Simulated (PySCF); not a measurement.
# Gas-phase XPS of 2-ethylacrolein, computed

2-ethylacrolein, C5H8O.
Z-matrix (Å and degrees, PBE0-D3(BJ)/def2-SVP geometry), rows numbered from 1:
```
C 
C   1  1.3414
C   2  1.4822  1  117.40
O   3  1.2058  2  124.32  1  -178.77
C   2  1.5000  1  125.09  3   179.75
C   5  1.5267  2  112.92  1  -107.02
H   1  1.0935  2  122.08  3   179.24
H   1  1.0949  2  120.71  3    -0.54
H   3  1.1215  2  114.53  1     0.89
H   5  1.1012  2  109.22  1    16.06
H   5  1.1027  2  108.07  1   132.45
H   6  1.0993  5  110.75  2   -60.12
H   6  1.1003  5  110.71  2  -179.70
H   6  1.1009  5  111.14  2    60.31
```

Method used: delta-SCF UKS SCAN, pcX-2 on the ionised atom, pcseg-1 elsewhere, spin-free X2C in PySCF. Each binding energy is the total energy of the core-ionised species, with the hole localised on one atom, minus that of the ground state; both are solved self-consistently, so orbital relaxation is included.

Task: List the computed XPS lines with their assignment.

Result: 
| atom(s) | environment | level | binding energy (eV) | above the level's lowest (eV) | count |
| --- | --- | --- | --- | --- | --- |
| O4 | aldehyde oxygen | O 1s | 537.65 | 0.00 | 1 |
| C3 | aldehyde carbon | C 1s | 293.23 | +2.61 | 1 |
| C2 | fully substituted alkene carbon | C 1s | 291.06 | +0.44 | 1 |
| C5 | allylic carbon | C 1s | 290.93 | +0.31 | 1 |
| C1 | terminal =CH2 carbon | C 1s | 290.75 | +0.13 | 1 |
| C6 | methyl carbon | C 1s | 290.62 | 0.00 | 1 |

The listed C 1s values span 2.61 eV, from C6 (bonded to C and 3 H) to C3 (bonded to O (double bond), C and H). Summing the Pauling electronegativity differences to the bonded atoms, each weighted by its formal bond order, gives -1.05 for the lowest site and +1.43 for the highest; no listed site has a larger sum than the highest.

Task: What is the longest wavelength that can ionise C 1s of C6 vertically?

Result: λ = hc/E = 12398.42 eV Å / 290.62 eV = 42.662 Å.

Task: Which photon energy gives electrons from C 1s of C6 a kinetic energy of 20 eV, and what is their de Broglie wavelength?

Result: hν = 290.62 + 20 = 310.62 eV, recoil neglected; λ = 12.264 Å/√(E/eV) = 2.74 Å.

The structure is a single PBE0-D3(BJ)/def2-SVP conformer in the gas phase; no vibrational or solvent corrections.
